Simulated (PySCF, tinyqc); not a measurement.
A ladder of methods, and size consistency: correlation methods against full CI in the sto-6g basis, for BH, spin multiplicity 1. Computed by the program tinyqc with PySCF. All electrons correlated; +Q is the Davidson correction (1 - c0^2) E_corr. The last columns treat two copies 100 angstrom apart as one system. FCI is the lowest singlet.

Geometry (angstrom):
```
atom       x       y       z
B     0.0000  0.0000  0.0000
H     0.0000  0.0000  1.2050
```

RHF energy of one = -25.001901 hartree

Correlation energies (hartree):
```
method   E_corr of one  share of FCI (%)  E_corr of two at 100 angstrom  two minus twice one (mhartree)
MP2          -0.029006           50.9533                      -0.058013                          0.0000
CISD         -0.055139           96.8584                      -0.102676                          7.6027
CISD+Q       -0.059584          104.6664                      -0.115760                          3.4085
CCSD         -0.056759           99.7042                      -0.113518                          0.0000
CCSD(T)      -0.056818           99.8067                      -0.113635                          0.0000
FCI          -0.056928          100.0000                              -                               -
```

What does the comparison show, and why?

MP2 recovers 51 %, CISD 96.9 % and CCSD 99.7 % of the FCI value (c0^2 = 0.919 in CISD). MP2 and coupled cluster are size consistent, so their last column vanishes; CISD loses 7.60 mhartree, since a double excitation on each copy is a quadruple of the pair, and the Davidson correction leaves +3.41. The restricted reference is unstable here: a spin-polarised solution lies 0.0128 hartree lower (PySCF), so results built on it describe a poor reference.
